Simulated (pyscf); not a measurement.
# Concerted two-bond exchange: [H₃C–In–OH]• (SMILES [CH3][In][OH]) + H₂O (SMILES O) → CH₄ (SMILES C) + [HO–In–OH]• (SMILES [OH][In][OH])

Gas phase, doublet surface, charge 0. Bonds broken: C1–In2, O3–H8. Bonds formed: C1–H8, In2–O3. Optimised with ωB97X-D3(BJ)/def2-SVP in PySCF.

Transition state (Å):

```xyz
10

C      0.6008     0.3279    -0.1543
In    -1.6634     0.7395     0.7628
O     -1.4380    -1.3280     0.0426
O     -2.8806     1.6550    -0.5595
H      1.2715     0.4079     0.7151
H      0.5178     1.3225    -0.6289
H      1.1016    -0.3012    -0.9129
H     -0.3770    -0.6876    -0.0846
H     -3.2181     1.0084    -1.1946
H     -1.3540    -2.0557     0.6732
```

One imaginary mode, 1585i cm⁻¹; descent along it reached the two sides named, in the forms told below.

```csv
bond,change,reactant side (Å),saddle,product side
C1–In2,breaks,2.199,2.477,3.2
O3–H8,breaks,0.999,1.246,2.6
C1–H8,forms,3.7,1.411,1.101
In2–O3,forms,2.432,2.201,2.027
```

Electronic energies relative to the separated reactants (kcal/mol):

| level | barrier | reaction energy | reverse barrier |
|---|---|---|---|
| ωB97X-D3(BJ)/def2-TZVP | 18.9 | -12.7 | 31.7 |
| PBE/def2-TZVP | 14.9 | -14.1 | 28.9 |
| r²SCAN/def2-TZVP | 14.5 | -14.6 | 29.1 |
| B3LYP-D3(BJ)/def2-TZVP | 19.2 | -13.8 | 33.0 |
| PBE0-D3(BJ)/def2-TZVP | 17.1 | -12.1 | 29.2 |
| M06-2X/def2-TZVP | 15.8 | -14.0 | 29.8 |
| ωB97M-D3(BJ)/def2-TZVP | 19.5 | -13.0 | 32.4 |
| HF/def2-TZVP | 32.8 | -14.5 | 47.3 |

With ωB97M-D3(BJ)/def2-TZVP energies and thermal terms (ideal gas, 1 atm, RRHO with modes under 100 cm⁻¹ raised to 100, one conformer, R ln 2 for chiral ones without a mode under 150 cm⁻¹), in kcal/mol:

```
T (K)   ΔH‡   ΔG‡     ΔH     ΔG
-----  ----  ----  -----  -----
298    17.3  27.6  -12.8  -11.9
600    17.6  38.0  -13.2  -10.9
900    18.3  48.1  -13.5   -9.6
1200   19.2  57.9  -13.5   -8.3
```

On the reactant side the descent ends in an adduct with a In–O contact, 13.9 kcal/mol under the separated species and 32.9 kcal/mol under the saddle at ωB97X-D3(BJ)/def2-TZVP. What is counted as formed (In–O) is already present as a longer contact in the reactant adduct; forming that adduct is a step of its own. This saddle turned up in a search for another step; its sides and bond changes are read from the two ends of the descent. This is the saddle that the search found; another between the same sides may lie lower. Elements past Kr carry the def2 core potentials, without spin-orbit coupling.
